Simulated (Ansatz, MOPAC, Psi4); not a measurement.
System: lithium fluoride, LiF (charge 0, singlet). SMILES: [Li][F]
Geometry from a B3LYP-D3(BJ)/def2-TZVP (Ansatz, a program for electronic structure) optimisation:
```xyz
2

Li     0.0000     0.0000    -1.1712
F      0.0000     0.0000     0.3904
```

Wanted: vertical ionisation energy to the doublet, in eV. Conventions: valence correlation only; each state is the SCF solution reached for its charge and spin; 6-311+G** with 5d; PM7 with its own dispersion and hydrogen-bond terms; 6-31G* and kin with 6d, 5d where marked; no spin-orbit coupling; open shells spin-unrestricted; non-relativistic. First-principles rows: single points at B3LYP-D3(BJ) geometries (Ansatz). Semi-empirical rows: differences of heats of formation at the shared geometry for vertical values.

```
level               program  vertical ionisation energy to the doublet (eV)
------------------  -------  ----------------------------------------------
PM3                   MOPAC                                           11.38
PM6                   MOPAC                                           11.28
PM7                   MOPAC                                           10.74
HF/6-31G*            Ansatz                                            9.28
HF/6-311+G**         Ansatz                                            9.61
PBE/6-311+G**        Ansatz                                           11.90
B3LYP/STO-3G         Ansatz                                            8.66
B3LYP/6-31G*         Ansatz                                           11.35
wB97X-D/6-31G*         Psi4                                           11.23
MP2/6-311+G**        Ansatz                                           11.51
PBE/def2-TZVPD       Ansatz                                           11.83
wB97X-V/def2-TZVPD   Ansatz                                           11.59
```

No value to compare with is used here. The 10 habitual levels span 8.66 (B3LYP/STO-3G) to 11.90 eV (PBE/6-311+G**); PBE/def2-TZVPD gives 11.83.

The levels are drawn from those run, B3LYP/6-31G* more often than the rest, none by its result; runs whose electronic state is in doubt are left out.
